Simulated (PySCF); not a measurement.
Compound: C2H6O3S.
Z-matrix (Å and degrees, PBE0-D3(BJ)/def2-SVP geometry), rows numbered from 1:
```
C 
C   1  1.5124
S   2  1.7848  1  112.83
O   3  1.4456  2  108.90  1   -46.21
O   3  1.4531  2  109.11  1   178.56
O   3  1.6296  2  101.06  1    66.48
H   1  1.0993  2  110.94  3   -62.64
H   1  1.0985  2  110.43  3    57.50
H   1  1.0994  2  109.94  3   177.47
H   2  1.0998  1  113.77  3   120.16
H   2  1.1016  1  112.77  3  -116.64
H   6  0.9695  3  106.48  2   111.16
```

Method: TDDFT wB97X-D/def2-SVPD, vertical, gas phase, core orbitals frozen in the response in PySCF 2.14.0, density-fitted response routines.

Computed states:

| state | E (eV) | f |
| --- | --- | --- |
| S1 | 8.29 | 0.011 |
| S2 | 8.54 | 0.051 |
| S3 | 8.71 | 0.0051 |
| S4 | 8.89 | 0.0068 |
| S5 | 8.92 | 0.011 |
| S6 | 9.15 | 0.058 |
| S7 | 9.29 | 0.015 |
| S8 | 9.47 | 0.010 |
| S9 | 9.68 | 0.064 |
| S10 | 9.72 | 0.029 |

Broadening: Gaussians 0.25 eV wide at half height, area fixed by f = 4.319×10⁻⁹ ∫ε dν̃. The width is an assumption, not a result. The curve ends short of the highest state used, and states not computed would add to its high-energy end.

(1) Give the broadened spectrum and its maxima.

(2) Does any computed singlet lie in the visible range?

(3) Coming from long wavelengths, where does ε first pass 100 L mol⁻¹ cm⁻¹?

## Answers

(1) 
```tsv
λ (nm)	ε (L mol⁻¹ cm⁻¹)
135.9	6775
136.3	6221
136.7	5510
137.0	4947
137.4	4241
137.8	3649
138.2	3197
138.6	2869
138.9	2680
139.3	2471
139.7	2283
140.1	2106
140.4	1985
140.8	1860
141.2	1807
141.6	1859
142.0	2043
142.3	2277
142.7	2712
143.1	3265
143.5	3891
143.8	4366
144.2	4947
144.6	5396
145.0	5649
145.3	5688
145.7	5538
146.1	5184
146.5	4684
146.9	4107
147.2	3668
147.6	3118
148.0	2643
148.4	2259
148.7	2027
149.1	1778
149.5	1577
149.9	1401
150.2	1275
150.6	1109
151.0	942
151.4	777
151.8	620
152.1	512
152.5	384
152.9	277
153.3	193
153.6	144
154.0	94
154.4	59
154.8	36
155.1	24
155.5	14
155.9	8
156.3	4
156.7	2
```

Maxima: 145 nm (8.54 eV), ε about 5700, made up of S2 (96%) (ε in L mol⁻¹ cm⁻¹; maxima over ε = 5, shares over 10%). At its high-energy end, 9.12 eV, the curve is still rising (ε about 6700, from S6).

(2) No computed singlet lies in the visible range (380 to 750 nm); the lowest, at 150 nm, stands 5.03 eV above its violet end (3.26 eV).

(3) At about 154 nm (8.05 eV), 0.23 eV below S1.

All these states lie below the vertical ionisation energy of 11.52 eV (ΔSCF).

On one thread of an x86-64 server, no GPU (shared host), this took 2.2 min.

One conformer stands for the species.
